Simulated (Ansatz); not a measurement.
# AlBHF (triplet): wave-function methods side by side at a displaced geometry (v1), cc-pVDZ

One table from this session's results is given with a row withheld; the runs are named, their logs left out.

The runs use Ansatz 0.2.0, Gaussian basis; cc-pVDZ, core rule «outside noble gas», up to 7 orbitals frozen.

Plan: UHF; CCSD(T) on ROHF; CCSD(T) on UHF; BCCD(T) on ROHF; CISD; CCSDT(Q) on ROHF; CCSDT(Q) on UHF.

26 further runs of the same task are left out: 9 that didn't finish, 17 set aside as unsound or not needed.

## The geometry

The geometry is a PBE0/def2-TZVP stationary point (not a proven minimum) with its atoms shifted at random (size 0.040 Å).

4 atoms, charge 0, spin multiplicity 3.

Atoms are counted from 1 here; the program's logs count them from 0.

Bond lengths: Al1–B2 2.116 Å, B2–F3 1.327 Å, B2–H4 1.204 Å. Angles: Al1–B2–F3 129.7°, Al1–B2–H4 112.5°, F3–B2–H4 117.8°.

Set-up of the first run:

in.yaml

```yaml
crystal:
  periodic: [false, false, false]
  atoms:
    - {symbol: Al, position_ang: [-0.014366, -0.086010, 1.447343]}
    - {symbol: B, position_ang: [-0.015199, 0.496790, -0.587037]}
    - {symbol: F, position_ang: [0.032765, -0.250305, -1.683070]}
    - {symbol: H, position_ang: [-0.070012, 1.691843, -0.723688]}
basis:
  gaussian: {orbitals: cc-pVDZ}
magnetization: {spin_polarized: true, initial_magnetization: 2}
hamiltonian: {xc: hf}
output: {orbitals: {seedname: orbitals}}
```

On the command line:

```bash
$ ansatz run in.yaml --threads 1 --pin off --events-out ev --progress --plain --max-ram 2393MiB
```

Among the steps run: UHF; CCSD(T) on ROHF; CCSD(T) on UHF; BCCD(T) on ROHF; CISD; CCSDT(Q) on ROHF; CCSDT(Q) on UHF.

One table of the session follows, with a row left open; its other results are not shown here.

| method | from UCCSDT(Q) (meV) |
| --- | --- |
| ROHF | +9258.3 |
| UHF | +9179.6 |
| RMP2 | +1072.7 |
| UMP2 | +1032.6 |
| CISD | +1155.2 |
| RCCSD | +319.1 |
| UCCSD | ? |
| RCCSD(T) | +67.9 |
| UCCSD(T) | +65.2 |
| BCCD(T) | +55.2 |
| RCCSDT | +22.5 |
| UCCSDT | +21.5 |
| RCCSDT(Q) | +3.2 |
| UCCSDT(Q) | 0 |

**Question.** Estimate the row for UCCSD.

**Answer.** from UCCSDT(Q) (meV): +309.7. In the column «from UCCSDT(Q) (meV)» it lies between RCCSD(T) (+67.9) and RCCSD (+319.1).

Caveats from the session: Restricted and unrestricted rows rest on different reference determinants; where their highest levels disagree by more than a few hundredths of an eV, they describe different states and don't form one ladder.
